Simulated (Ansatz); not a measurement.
Input file:

```yaml
crystal:
  periodic: [false, false, false]
  atoms:
    - {symbol: Al, position_ang: [0.000000, 0.143052, 1.192526]}
    - {symbol: O, position_ang: [0.000000, -0.213386, -0.441523]}
    - {symbol: O, position_ang: [0.000000, 0.042530, -1.704961]}
    - {symbol: H, position_ang: [0.000000, -1.117308, 2.149210]}
basis:
  gaussian: {orbitals: "6-31++G**", point_charges: [{charge: -1.00, position_ang: [2.784, 0.528, 0.807]}]}
magnetization: {spin_polarized: false}
correlation: {method: bccd, electrons: outside_noble_gas}
```

```sh
$ ansatz run in.yaml --threads 1 --pin off --events-out ev --progress --plain --max-ram 2393MiB
```

The program prints:

```
569 factors; integrals over basis functions are off by at most 1.2e-3 eV
mean field evaluation 1: about -10662.0091 eV, gradient 4.3e1 eV
mean field evaluation 2: about -10662.0197 eV, gradient 4.3e1 eV
mean field evaluation 4: about -10667.2752 eV, gradient 1.1e1 eV
mean field evaluation 8: about -10667.7601 eV, gradient 5.0e-1 eV
mean field evaluation 16: about -10667.7640 eV, gradient 1.4e-6 eV
mean field evaluation 32: about -10667.6730 eV, gradient 3.2e0 eV
mean field evaluation 64: about -10662.4463 eV, gradient 2.8e1 eV
mean field -10667.76396299 eV, -392.0330947696 hartree, gradient 1.6e-6 eV, S^2 0.000000; 2 other end points of the search recorded, 0 dependent functions left out; unrestricted orbitals would lower it
unrestricted determinant -10670.30615404 eV, -392.1265185676 hartree, S^2 0.9969
7 core orbitals not correlated: weight in the atoms' cores, before any rotation towards them, 1.000 or more for the frozen orbitals, at most 0.000 for the correlated occupied ones
reference -10667.76396299 eV, -392.0330947696 hartree; 8, 8 occupied and 52, 52 virtual orbitals, 569 factors
second order -12.96075759 eV of doubles, -0.00000000 eV of singles
cycle   1  -11.53808175 eV  change     1.2e0 eV  update   2.8e-1
cycle   2  -12.51012383 eV  change   -9.7e-1 eV  update   3.0e-1
cycle   3  -12.80471614 eV  change   -2.9e-1 eV  update   7.5e-2
cycle   4  -12.92871591 eV  change   -1.2e-1 eV  update   4.9e-2
cycle   5  -12.88521361 eV  change    4.4e-2 eV  update   1.5e-2
cycle   6  -12.90351733 eV  change   -1.8e-2 eV  update   9.0e-3
cycle   7  -12.91956430 eV  change   -1.6e-2 eV  update   4.8e-3
cycle   8  -12.92006836 eV  change   -5.0e-4 eV  update   2.9e-3
cycle   9  -12.91705405 eV  change    3.0e-3 eV  update   1.3e-3
cycle  10  -12.91949640 eV  change   -2.4e-3 eV  update   9.1e-4
cycle  11  -12.91949640 eV  change  -2.4e-10 eV  update   5.0e-4
cycle  12  -12.91932582 eV  change    1.7e-4 eV  update   3.5e-4
cycle  13  -12.91957725 eV  change   -2.5e-4 eV  update   2.9e-4
cycle  14  -12.91966216 eV  change   -8.5e-5 eV  update   2.7e-4
cycle  15  -12.91956324 eV  change    9.9e-5 eV  update   2.5e-4
cycle  16  -12.91967909 eV  change   -1.2e-4 eV  update   1.9e-4
cycle  17  -12.91956341 eV  change    1.2e-4 eV  update   1.5e-4
cycle  18  -12.91952378 eV  change    4.0e-5 eV  update   5.1e-5
cycle  19  -12.91947053 eV  change    5.3e-5 eV  update   2.7e-5
cycle  20  -12.91948749 eV  change   -1.7e-5 eV  update   1.2e-5
WARN: the results are in doubt because among natural orbitals full CI differs from the method by -0.288 eV
Total energy: -10680.68345048 eV, -392.5078771777 hartree
In doubt: among natural orbitals full CI differs from the method by -0.288 eV
```

Ran on 1 thread of Arm Neoverse V2, shared host: 2.7 s wall, 0.17 GiB peak host memory.
